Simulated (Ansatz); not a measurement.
**H$_{3}$Si–BH$_{2}$, singlet in cc-pVDZ: errors against RCCSDT(Q)**

Geometry: a PBE0/def2-TZVP stationary point for this spin, not checked as a minimum.

```csv
atom,x (Å),y (Å),z (Å)
Si,0.0000,0.0022,0.5789
B,0.0000,0.0095,-1.4317
H,0.0000,1.3466,1.2152
H,1.2022,-0.7415,1.0572
H,-1.2022,-0.7415,1.0572
H,0.0000,1.0072,-2.0896
H,0.0000,-1.0351,-2.0149
```

Basis cc-pVDZ; Ansatz 0.2.0. Correlated methods freeze the noble-gas cores, which leaves 12 electrons in 51 orbitals. Prefix R: restricted or restricted open-shell reference. Active spaces: frontier = (8e, 8o) about the gap.

Full CI isn't at hand for all of this; RCCSDT(Q) serves as the reference, and is uncertain by the last step of the cluster series or more.

- UHF ⟨S²⟩: 0.000
- T1 diagnostic (RCCSD): 0.0116
- largest doubles amplitude (RCCSD): 0.032

```csv
level,E − E(RCCSDT(Q)) (kJ/mol),share of correlation (%),wall time
RHF,634.9,0.00,–
RMP2,136.9,78.43,–
CISD,67.4,89.39,1.4 s
RCCSD,16.3,97.43,–
RCCSD(T),3.1,99.50,2.1 s
BCCD(T),3.1,99.51,0.84 s
RCCSDT,0.5,99.92,–
CASSCF (frontier space),492.6,22.42,–
NEVPT2 (frontier space),143.5,77.40,8 s
MRCISD (frontier space),42.6,93.29,–
MRCISD+Q (frontier space),2.6,99.59,9.5 s
```

The correlation energy at RCCSDT(Q), counted from RHF, is -6.580 eV. That run took 18 s on 1 thread of Arm Neoverse V1, shared host.

Times hold each run's SCF and search for its determinant on a shared host, so for small cases they say little of a method's own cost; they ran on 1 thread of Arm Neoverse V1. Some runs computed forces too.

Atomization energy (electronic, same basis, no zero-point term; atoms at the same level, unrestricted beside the R rows where the molecule is a closed shell, with restricted open-shell steps beyond CCSDT(Q)) at RCCSDT(Q): 1891.1 kJ/mol. Errors of other levels:

```json
{"level": "RHF", "error (kJ/mol)": "-306.0"}
{"level": "RMP2", "error (kJ/mol)": "-21.9"}
{"level": "CISD", "error (kJ/mol)": "-58.7"}
{"level": "RCCSD", "error (kJ/mol)": "-9.5"}
{"level": "RCCSD(T)", "error (kJ/mol)": "-1.0"}
{"level": "BCCD(T)", "error (kJ/mol)": "-0.9"}
{"level": "RCCSDT", "error (kJ/mol)": "-0.4"}
```

This basis is far from its limit, so the value isn't to be set against a measured one. Truncated CI isn't size-consistent, which counts against it in atomization.
